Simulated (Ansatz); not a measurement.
## Ansatz (development build ahead of 0.2.0) run

```yaml
crystal:
  periodic: [false, false, false]
  atoms:
    - { symbol: C, position_ang: [-0.02613, 0.02517, -0.96381] }
    - { symbol: O, position_ang: [-0.05995, -0.05766, 1.14107] }
    - { symbol: H, position_ang: [-0.01841, -1.53226, -1.53329] }
    - { symbol: H, position_ang: [-1.31449, 0.66421, -1.55219] }
    - { symbol: H, position_ang: [1.3514, 0.70107, -1.68711] }
    - { symbol: H, position_ang: [-0.02028, 1.31172, 1.65725] }
basis:
  gaussian: { orbitals: "6-31G" }
hamiltonian:
  xc: hf
```

The input is written out in the form of the current development build from the run's settings.

Results

```json
{
 "Converged": "yes",
 "Total energy": "-114.50138 hartree",
 "Spin squared of the determinant": "0.000"
}
```

Caution: stretched shape with no unrestricted run beside it, a lower state can exist.
